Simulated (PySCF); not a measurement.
# BNH6 (SMILES [BH3-][NH3+]): levels of theory compared

Wanted: a comparison of 6 runs (B2PLYP/def2-TZVP, B3LYP/def2-TZVP, BHLYP/def2-TZVP, BLYP/def2-TZVP, M06-L/def2-TZVP, SCS-MP2/def2-TZVP) of BNH6. The job is set up through a Python script.

The results are computed with PySCF 2.14.0.

1 further run of the same task is left out (set aside as unsound or not needed).

### Step 1. The structure to begin with

BNH6 has 8 atoms, charge 0, and is taken as a singlet. SMILES: `[BH3-][NH3+]`. The coordinates come from a PBE0-D4/def2-TZVP relaxation.

Bond lengths: B1–N2 1.639 Å, B1–H3 1.212 Å, B1–H4 1.212 Å, B1–H5 1.212 Å, N2–H6 1.015 Å, N2–H7 1.015 Å, N2–H8 1.015 Å. Some angles: B1–N2–H6 110.9°, B1–N2–H7 110.9°, B1–N2–H8 110.9°, N2–B1–H3 105.3°, N2–B1–H4 105.3°, N2–B1–H5 105.3°, H6–N2–H7 108.0°, H6–N2–H8 108.0°, H7–N2–H8 108.0°, H3–B1–H4 113.3°.

### Step 2. The energy at B2PLYP/def2-TZVP (run 1)

run.py

```python
from pyscf import gto, dft, mp

mol = gto.M(
    atom='''
B   -0.191300   0.250800  -0.775400
N    0.206500  -0.255100   0.731700
H   -0.078200  -0.728400  -1.481000
H   -1.332600   0.649700  -0.687200
H    0.604400   1.126600  -1.038400
H    0.140800   0.507000   1.398700
H    1.156600  -0.611300   0.755300
H   -0.414000  -0.996500   1.040500
''',
    basis='def2-tzvp',
    verbose=3,
    max_memory=1860,
    spin=0,
)

ks = dft.RKS(mol)
ks.xc = '0.53*HF + 0.47*B88, 0.73*LYP'
ks.conv_tol = 1e-10
ks.grids.level = 5
ks.kernel()
if not ks.converged:
    ks = ks.newton().run(ks.mo_coeff, ks.mo_occ)

pt = mp.MP2(ks, frozen=2).run()
energy = ks.e_tot + 0.27 * pt.e_corr
print('PT2 part  %.8f' % (0.27 * pt.e_corr))
print('E = %.10f Eh' % energy)
```

Command:

```bash
$ OMP_NUM_THREADS=1 python run.py
```

The log of the run:

```text
converged SCF energy = -83.0444138691912
E(RMP2) = -83.4666807157725  E_corr = -0.422266846581275
E(SCS-RMP2) = -83.4755443626812  E_corr = -0.431130493490019
PT2 part  -0.11401205
E = -83.1584259178 Eh
```

It took 14 s on 1 thread of Arm Neoverse V1, shared host; peak memory 0.47 GiB.

### Step 3. A single-point energy at B3LYP/def2-TZVP (run 2)

run.py

```python
# [BH3-][NH3+]
from pyscf import gto, dft

system = gto.M(
    atom='''
B     -0.191300     0.250800    -0.775400
N      0.206500    -0.255100     0.731700
H     -0.078200    -0.728400    -1.481000
H     -1.332600     0.649700    -0.687200
H      0.604400     1.126600    -1.038400
H      0.140800     0.507000     1.398700
H      1.156600    -0.611300     0.755300
H     -0.414000    -0.996500     1.040500
''',
    max_memory=1860,
    basis='def2-tzvp',
    verbose=3,
)

mf = dft.RKS(system)
mf.xc = 'b3lyp'
mf.grids.level = 5
mf.conv_tol = 1e-10
mf.kernel()
if not mf.converged:
    mf = mf.newton().run(mf.mo_coeff, mf.mo_occ)

e_final = mf.e_tot
print('Final energy', e_final)
```

Command:

```bash
$ OMP_NUM_THREADS=1 python run.py
```

The log of the run:

```text
converged SCF energy = -83.256989341823
Final energy -83.25698934182297
```

Run time: 14 s. Hardware: 1 thread of Arm Neoverse V1, shared host; peak memory 0.48 GiB.

Runs 3 to 4 aren't shown in full; the table further down has their settings and results.

### Step 4. The energy at M06-L/def2-TZVP (run 5)

calc.py

```python
from pyscf import gto, dft

mol = gto.M(
    atom='''
B     -0.191300     0.250800    -0.775400
N      0.206500    -0.255100     0.731700
H     -0.078200    -0.728400    -1.481000
H     -1.332600     0.649700    -0.687200
H      0.604400     1.126600    -1.038400
H      0.140800     0.507000     1.398700
H      1.156600    -0.611300     0.755300
H     -0.414000    -0.996500     1.040500
''',
    verbose=3,
    spin=0,
    basis='def2-tzvp',
    max_memory=1860,
)

ks = dft.RKS(mol, xc='m06-l')
ks.grids.level = 5
ks.conv_tol = 1e-10
ks.kernel()
if not ks.converged:
    ks = ks.newton().run(ks.mo_coeff, ks.mo_occ)

e_final = ks.e_tot
print('E = %.10f Eh' % e_final)
```

Command:

```bash
$ OMP_NUM_THREADS=1 python calc.py
```

The log of the run:

```text
converged SCF energy = -83.2351701869011
E = -83.2351701869 Eh
```

It took 33 s on 1 thread of Arm Neoverse V1, shared host; peak memory 0.53 GiB.

### Step 5. The energy at SCS-MP2/def2-TZVP (run 6)

run.py

```python
from pyscf import gto, scf, mp

mol = gto.M(
    atom=[
    ('B', (-0.191300, 0.250800, -0.775400)),
    ('N', (0.206500, -0.255100, 0.731700)),
    ('H', (-0.078200, -0.728400, -1.481000)),
    ('H', (-1.332600, 0.649700, -0.687200)),
    ('H', (0.604400, 1.126600, -1.038400)),
    ('H', (0.140800, 0.507000, 1.398700)),
    ('H', (1.156600, -0.611300, 0.755300)),
    ('H', (-0.414000, -0.996500, 1.040500)),
],
    max_memory=1860,
    basis='def2-tzvp',
    verbose=4,
)

mf = scf.RHF(mol)
mf.conv_tol = 1e-10
mf.kernel()
if not mf.converged:
    mf = mf.newton().run(mf.mo_coeff, mf.mo_occ)

pt = mp.MP2(mf, frozen=2).run()
etot = mf.e_tot + 1.2 * pt.e_corr_os + pt.e_corr_ss / 3
print(f'total energy: {etot:.8f} hartree')
```

Command:

```bash
$ OMP_NUM_THREADS=1 python run.py
```

The log of the run:

```text
PySCF version 2.14.0

[... 60 lines left out ...]
converged SCF energy = -82.6520597021325
[... 1 line left out ...]
******** <class 'pyscf.mp.mp2.RMP2'> ********
nocc = 7, nmo = 96
frozen orbitals 2
E(RMP2) = -83.0027770591826  E_corr = -0.350717357050078
E(SCS-RMP2) = -83.0110745159789  E_corr = -0.359014813846343
E_corr(same-spin) = -0.0713607860927893
E_corr(oppo-spin) = -0.279356570957289
total energy: -83.01107452 hartree
```

Wall time 2.4 s (1 thread of Arm Neoverse V1, shared host); peak memory 0.23 GiB.

### Step 6. Overview of the runs

| run | level | frozen core orbitals | integration grid | energy (Eh) | dipole moment (D) of the reference | HOMO energy (eV) | LUMO energy (eV) | wall time |
| --- | --- | --- | --- | --- | --- | --- | --- | --- |
| 1 | B2PLYP/def2-TZVP | 2 | 5 | -83.158426 | 5.47 | -9.10 | 0.83 | 14 s |
| 2 | B3LYP/def2-TZVP | – | 5 | -83.256989 | 5.44 | -7.61 | -0.40 | 14 s |
| 3 | BHLYP/def2-TZVP | – | 5 | -83.192446 | 5.46 | -9.13 | 0.57 | 14 s |
| 4 | BLYP/def2-TZVP | – | 5 | -83.194482 | 5.41 | -6.36 | -0.92 | 13 s |
| 5 | M06-L/def2-TZVP | – | 5 | -83.235170 | 5.46 | -6.68 | -0.05 | 33 s |
| 6 | SCS-MP2/def2-TZVP | 2 | – | -83.011075 | 5.51 | -11.23 | 2.54 | 2.4 s |

### Step 7. What came out

| quantity | value |
| --- | --- |
| run 6: total energy | -83.01107 Eh |
| run 6: dipole moment (Hartree–Fock density) | 5.51 D |
| run 6: HOMO energy (Hartree–Fock orbitals) | -11.23 eV |
| run 6: LUMO energy (Hartree–Fock orbitals) | 2.54 eV |
| run 6: HOMO–LUMO gap (Hartree–Fock orbitals) | 13.77 eV |
| run 6: correlation energy (2 core orbitals frozen) | -359.0 mEh |

Over runs 1, 2, 3, 4, 5 the dipole moment (its size) runs from 5.41 D (BLYP/def2-TZVP) to 5.47 D (B2PLYP/def2-TZVP). A double hybrid's value is that of its SCF part. Over runs 1, 2, 3, 4, 5 the HOMO–LUMO gap runs from 5.43 eV (BLYP/def2-TZVP) to 9.93 eV (B2PLYP/def2-TZVP). Totals of different functionals can't be ranked against each other. All runs together took 90 s, the longest 33 s.
